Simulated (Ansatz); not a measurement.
C$_{3}$H$_{5}$ClS, SMILES `CC(=S)CCl`, relaxed with RKS PBE-D4/def2-SVP in Ansatz 0.2.0 from a rough embedded geometry. The force threshold is 0.03 eV/Å; the program also tests the step.

Charge 0, multiplicity 1.

Start:

```xyz
10

C    -1.160    0.662    0.028
C    -0.078   -0.222    0.545
S    -0.354   -1.036    1.964
C     1.258   -0.422   -0.166
Cl    0.891   -1.367   -1.676
H    -0.675    1.560   -0.468
H    -1.864    0.967    0.736
H    -1.639    0.105   -0.817
H     1.620    0.627   -0.521
H     1.999   -0.873    0.375
```

(1) How much energy does the relaxation release, and in how many steps? (Estimate.)

(2) Which bonds change most? (Estimate.)

(3) Give the relaxed structure. (Estimate.)

Answers

(1) Computed: 43.60 kJ/mol, in 12 steps, 1 of them rejected.

(2) The calculation gave: C4–H10 from 1.022 to 1.104 Å; C1–H7 from 1.044 to 1.104 Å; C4–H9 from 1.165 to 1.112 Å; C1–H6 from 1.135 to 1.113 Å.

(3) Ansatz gave: 
```xyz
10

C    -1.175    0.570   -0.053
C    -0.053   -0.147    0.629
S    -0.060   -0.553    2.220
C     1.186   -0.450   -0.185
Cl    0.876   -0.807   -1.933
H    -0.798    1.473   -0.582
H    -1.965    0.848    0.666
H    -1.596   -0.079   -0.851
H     1.846    0.445   -0.163
H     1.739   -1.300    0.252
```
